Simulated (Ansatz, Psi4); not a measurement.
Species: CH2F2, net charge 0, singlet state. SMILES: FCF
Geometry from a B3LYP-D3(BJ)/def2-TZVP (Ansatz, a first-principles code) optimisation:
```
C
F 1 1.3618
F 1 1.3618 2 108.56
H 1 1.0913 2 108.69 3 -118.06
H 1 1.0913 4 113.42 3 -121.01
```
Charge 0, spin multiplicity 1.

wB97X-D/6-31G* beside other levels, property by property. Conventions: no spin-orbit coupling; no dispersion term unless named; atomisation electronic, to ground-state atoms; LANL2DZ all-electron up to Ne; UHF or UKS for open shells; six Cartesian d functions in 6-31G* and its kin unless marked 5d; non-relativistic; valence correlation only. CBS marks a two-point X^-3 extrapolation of the correlation energy; Hartree-Fock from the larger set. [CCSD(T)-MP2]/basis is that difference in the basis named. First-principles rows: single points at B3LYP-D3(BJ) geometries (Ansatz), with unscaled harmonic terms from B3LYP/6-31G* at its own minima, enthalpies of formation by atomisation with measured atoms. Anions need diffuse functions, which STO-3G, LANL2DZ, def2-SVP, cc-pVDZ and Pople sets without + lack.

Measured values: Active Thermochemical Tables 1.112 (ions: stationary electron), as tabulated in the package chemicals; NIST CCCBDB, as tabulated in the package chemicals; they hold spin-orbit and core effects, anharmonicity. Coupled cluster (Ansatz) is a level with limits of its own, used here on species with T1 under 0.025 (0.045 for open shells) and stable references: (a) RI-MP2/CBS(aug-cc-pVTZ,aug-cc-pVQZ)+[CCSD(T)-MP2]/aug-cc-pVTZ; (b) CCSD(T)/CBS(cc-pVTZ,cc-pVQZ).

```json
[
 {"property": "C-H bond dissociation enthalpy at 298 K, to F[CH]F + H atom (kcal/mol)", "wB97X-D/6-31G* (Psi4)": "98.5", "PBE/6-31G* (Ansatz)": "95.1", "B3LYP/STO-3G (Ansatz)": "104.8", "B3LYP/LANL2DZ (Ansatz)": "101.7", "to compare with": "102.3 coupled cluster (a)"},
 {"property": "deprotonation enthalpy (C-H bond) at 298 K, to F[CH-]F + H+ (kcal/mol)", "wB97X-D/6-31G* (Psi4)": "420.1", "PBE/6-31G* (Ansatz)": "419.3", "B3LYP/STO-3G (Ansatz)": "505.7", "B3LYP/LANL2DZ (Ansatz)": "394.7", "to compare with": "398.5 coupled cluster (a)"},
 {"property": "size of the dipole moment (D)", "wB97X-D/6-31G* (Psi4)": "1.84", "PBE/6-31G* (Ansatz)": "1.58", "B3LYP/STO-3G (Ansatz)": "0.95", "B3LYP/LANL2DZ (Ansatz)": "2.45", "to compare with": "1.97 measured"},
 {"property": "atomisation energy (kcal/mol)", "wB97X-D/6-31G* (Psi4)": "436.6", "PBE/6-31G* (Ansatz)": "454.6", "B3LYP/STO-3G (Ansatz)": "468.5", "B3LYP/LANL2DZ (Ansatz)": "398.7", "to compare with": "437.1 coupled cluster (b)"},
 {"property": "enthalpy of formation at 298 K (kcal/mol)", "wB97X-D/6-31G* (Psi4)": "-107.5", "PBE/6-31G* (Ansatz)": "-125.5", "B3LYP/STO-3G (Ansatz)": "-139.5", "B3LYP/LANL2DZ (Ansatz)": "-69.6", "to compare with": "-107.8 measured"},
 {"property": "C-F bond dissociation enthalpy at 298 K, to [CH2]F (CH2F) + F atom (kcal/mol)", "wB97X-D/6-31G* (Psi4)": "119.5", "PBE/6-31G* (Ansatz)": "125.2", "B3LYP/STO-3G (Ansatz)": "104.5", "B3LYP/LANL2DZ (Ansatz)": "99.5", "to compare with": "120.4 coupled cluster (b)"}
]
```

As the rows show:
- C-H bond dissociation enthalpy at 298 K, to F[CH]F + H atom: wB97X-D/6-31G* lies 3.8 kcal/mol below coupled cluster.
- deprotonation enthalpy (C-H bond) at 298 K, to F[CH-]F + H+: wB97X-D/6-31G* lies 21.6 kcal/mol above coupled cluster.
- size of the dipole moment: wB97X-D/6-31G* lies 0.13 D below the measured value.
- atomisation energy: wB97X-D/6-31G* lies 0.5 kcal/mol below coupled cluster.
- enthalpy of formation at 298 K: wB97X-D/6-31G* lies 0.3 kcal/mol above the measured value.
- C-F bond dissociation enthalpy at 298 K, to [CH2]F (CH2F) + F atom: wB97X-D/6-31G* lies 0.9 kcal/mol below coupled cluster.

The properties are those with a value to compare with, at most eight drawn at random. No case is left out for the size of its miss. Left out are saddle points of the reference geometry, anions that the best level run finds unbound, excited spin states, species near biochemistry, cases with under five habitual levels, runs that failed or whose electronic state is in doubt, and table entries that another table contradicts.
